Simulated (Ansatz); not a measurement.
Results of PBE-D3(BJ) (plane waves, PAW; Ansatz, an electronic-structure program) for 2H WSe2.

Run with plane-wave cutoff 520 eV, 12×12×4 k mesh (along the axes of the cell as run), Fermi–Dirac smearing 0.01 eV, no spin polarisation, scalar-relativistic PAW data made under PBE.

Response to compression and expansion:

Shape and atoms are relaxed at each volume.

```csv
V (Å³/atom),P (GPa),direct gap at Γ (eV),smallest gap on the k mesh (eV),c (Å)
19.049,2.46,2.607,0.759,12.472
19.445,1.10,2.617,0.827,12.623
19.842,0.00,2.632,0.894,12.786
20.239,-0.87,2.651,0.961,12.961
20.636,-1.53,2.676,1.028,13.148
```

The fundamental gap (0.87 eV at the equilibrium volume, with added k points) lies elsewhere than Γ–Γ.

Note: the bulk modulus comes from volumes at which shape and atoms were relaxed.

Spin–orbit coupling is not included.
